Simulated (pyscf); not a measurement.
Structures and frequencies: ωB97X-D3(BJ)/def2-SVP in PySCF.

### Question
What is the homolytic dissociation enthalpy (298 K, ωB97M-D3(BJ)/def2-TZVP) of the H–P bond of H₂P–GaH–GaH₂ (SMILES [PH2][GaH][GaH2]), to •HP–GaH–GaH₂ + H•?

### Answer
H–P to •HP–GaH–GaH₂ + H•: 82.8 kcal/mol. The 7 functionals that were run give +78.4 (PBE) to +82.8 kcal/mol (ωB97M-D3(BJ)). The radicals are drawn with the spin at the cut bond; how far it spreads was not checked. H₂P–GaH–GaH₂ lies 7.0 kcal/mol over its isomer H₂Ga–PH–GaH₂ (electronic energy, ωB97M-D3(BJ)). •HP–GaH–GaH₂ lies 12.8 kcal/mol over its isomer [HGa–PH–GaH₂]• (electronic energy, ωB97M-D3(BJ)). Elements up to Kr have no core potential and no relativistic terms here.
